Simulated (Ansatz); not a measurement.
System: bcc Li. Method: LDA (Ansatz, a first-principles code, PAW).

Settings: plane-wave cutoff 520 eV, 22×22×22 k mesh, Fermi–Dirac smearing 0.05 eV, scalar-relativistic PAW data made under PBE.

Pressure at four volumes; x = ln(V/19.014 Å³). One pressure is withheld.

```csv
V (Å³/atom),x,P (GPa)
17.873,-0.0619,?
18.254,-0.0408,0.656
19.014,0.0000,-0.002
20.155,0.0583,-0.797
```

Question: Pass a parabola P(x) through the three rows shown, estimate the bulk modulus and its pressure derivative near zero pressure, and predict the withheld pressure.

Answer: Slopes between the rows: (-0.002 − (0.656))/(0.0000 − (-0.0408)) = -16.13 and (-0.797 − (-0.002))/(0.0583 − (0.0000)) = -13.64 GPa. Their difference over the span 0.0991 is c = 2.49/0.0991 = 25.1 GPa, so P(x) = 0.656 + (-16.13)(x − (-0.0408)) + 25.1 (x − (-0.0408))(x − (0.0000)). At the middle row B = −dP/dx = −[-16.13 + 25.1 × 0.0408] = 15.1 GPa, and B′ = dB/dP = 2c/B = 3.3. At x = -0.0619 the parabola gives 1.029 GPa; the run gives 1.032 GPa. The Birch–Murnaghan fit to the energies at all volumes has B0 = 15.1 GPa and B′ = 3.4.

Measured, for comparison: bulk modulus 13.8 GPa (corrected for temperature and zero-point phonon effects, sources range from 13.1 to 13.9; as tabulated in Levämäki et al. (2014), arXiv:1402.3671). Computed less measured: bulk modulus +9 % (+9 % to +15 % over the range).
